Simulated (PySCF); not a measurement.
C3H5N3.
SMILES with atom numbers: `[NH2:1][c:2]1[cH:3][n:4][nH:5][cH:6]1`

Definitions: NICS(0) = −σiso at the ring centroid; NICS(1) = −σiso and NICS(1)zz = −σzz at ±1 Å along the ring normal z. Level: GIAO B3LYP/pcSseg-2 (PySCF, non-relativistic, gas phase) on the PBE0-D3(BJ)/def2-SVP geometry, one conformer.

Ring bond lengths (Å): C2–C3 1.419, C3–N4 1.328, N4–N5 1.319, N5–C6 1.363, C6–C2 1.387.

Problem. What do the NICS probes read (ppm)?

Solution. 
```tsv
ring	type	NICS(0)	NICS(1), two faces	NICS(1)zz, two faces	rms pucker (Å)	centre to ring atoms, mean (Å)
C2–C3–N4–N5–C6	5-membered ring with 2 N; formal bonds all aromatic	-13.4	-9.8 / -10.1	-29.0 / -29.3	0.00	1.16
```

Problem. What can be read from them?

Solution. 
- C2–C3–N4–N5–C6: mean NICS(1)zz -29.2 ppm, shielded. For a flat ring without four-coordinate atoms the NICS criterion counts such a value as aromatic.

Problem. And the bond-length index? Use HOMA with the parameters of Krygowski (1993).

Solution. 
- C2–C3–N4–N5–C6: HOMA 0.93; the largest term is that of C2–C3, α(R − Ropt)² = 0.25. The geometric and the magnetic index point the same way.

Problem. List the ring angles.

Solution. 
- C2–C3–N4–N5–C6: C2 103.8°, C3 111.7°, N4 105.0°, N5 113.6°, C6 105.9°; sum 540.0° against 540° for a flat convex ring.

Problem. How shielded are the nuclei of the rings and their hydrogens (means over atoms taken as equivalent)?

Solution. 
| atoms | environment | σ isotropic (ppm) | principal values of the symmetric part, first atom (ppm) |
| --- | --- | --- | --- |
| C2 | aromatic carbon bearing nitrogen | 36.8 | -28.4, 14.0, 124.6 |
| C3 | aromatic CH next to a ring nitrogen | 43.3 | -36.5, 48.5, 117.9 |
| N4 | pyridine-type nitrogen | -83.1 | -326.0, -103.3, 180.1 |
| N5 | pyrrole-type nitrogen | 44.6 | -71.3, 83.0, 121.9 |
| C6 | aromatic CH next to a ring nitrogen | 63.5 | -2.4, 62.0, 130.8 |
| H on C3 | aromatic hydrogen | 24.28 | 22.4, 23.5, 26.9 |
| H on N5 | N–H hydrogen | 22.60 | 17.4, 23.6, 26.7 |
| H on C6 | aromatic hydrogen | 24.54 | 22.8, 24.2, 26.6 |

Problem. How do the values depend on the level or the medium?

Solution. 
| level | NICS(0), C2–C3–N4–N5–C6 | mean NICS(1)zz, C2–C3–N4–N5–C6 |
| --- | --- | --- |
| B3LYP/pcSseg-2, gas | -13.4 | -29.2 |
| PBE0/pcSseg-1, gas | -14.3 | -29.7 |
| PBE0/pcSseg-1, IEF-PCM cyclohexane | -14.2 | -29.8 |
| PBE0/pcSseg-1, IEF-PCM dichloromethane | -14.0 | -29.9 |

The geometry is the same throughout; the continuum's cavity takes Bondi-type radii × 1.2.

Shape of the structure used: `[NH2:1][c:2]1[cH:3][n:4][nH:5][cH:6]1`: H–N1–C2–C3 156°, H–N1–C2–C3 29°.
